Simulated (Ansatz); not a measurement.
## Basis-set limit of CH$_{4}$Cl, doublet

| atom | x (Å) | y (Å) | z (Å) |
| --- | --- | --- | --- |
| C | -1.9353 | 0.0000 | 0.0000 |
| H | -2.2985 | 1.0273 | 0.0000 |
| H | -2.2985 | -0.5137 | 0.8897 |
| H | -2.2985 | -0.5137 | -0.8897 |
| H | -0.8457 | 0.0000 | 0.0000 |
| Cl | 0.8757 | 0.0000 | 0.0000 |

Connectivity, by distances: CH3 ··· Cl, 1 bridging H.

Ansatz 0.2.0, UHF determinant, valence electrons correlated. Energies in eV.

```tsv
set	X	functions	Hartree–Fock	MP2 correlation	CCSD(T) correlation	time
def2-TZVPP	3	129	-13596.6251	-10.1060	-11.6194	3 s on 1 × NVIDIA H100 80GB HBM3 with 1 thread of AMD EPYC 7R13 Processor (Zen 3) (shared host)
def2-QZVPP	4	247	-13597.0330	-10.9277	-12.4088	8 s on 1 × NVIDIA H100 80GB HBM3 with 1 thread of AMD EPYC 7R13 Processor (Zen 3), on a shared host
```

Hartree–Fock is taken to follow E(X) = E∞ + A·exp(−7.88·√X), correlation E(X) = E∞ + B·X^−2.97.

Question: Work out the CCSD(T) energy at the limit, and how far the shortcut misses it that extrapolates MP2 and adds CCSD(T) minus MP2 from the smaller set.

Answer: Hartree–Fock: E∞ = E4 + 0.1377·(E4 − E3) = -13597.0892. Correlation: E∞ = E4 + 0.7407·(E4 − E3) = -12.9936 for CCSD(T) and -11.5363 for MP2. The limit is -13610.0828 eV, 0.641 eV below def2-QZVPP. The shortcut gives a correlation energy of -11.5363 + (-1.5133) = -13.0496, 56 meV lower than the direct value.

Past Ne part of the Hartree–Fock step between the two sets comes from the cores, which don't follow the formula, so the 56 meV that it adds to the total can overshoot; that part largely cancels in differences.
